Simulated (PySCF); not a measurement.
Breaking a bond: CN, doublet.

Computed with PySCF with CCSD(T) on UHF/cc-pVDZ, 2 core orbitals frozen.

Question: Relative to R = 1.20 Å, what are the energies at R = 0.93, 1.05, 1.12, 1.16 Å?

Answer: 627.6 kJ/mol at 0.93 Å, 135.9 kJ/mol at 1.05 Å, 28.7 kJ/mol at 1.12 Å, 4.5 kJ/mol at 1.16 Å.

The scan ran from 0.93 to 4.65 Å; beyond the distances shown one of the unrestricted levels run for this scan, shown here or not, changes its spin distribution in one step. The unrestricted determinant behind UCCSD(T) is spin-contaminated at 1.05 to 1.28 Å (<S²> up to 1.6, against 0.75 for a pure doublet).
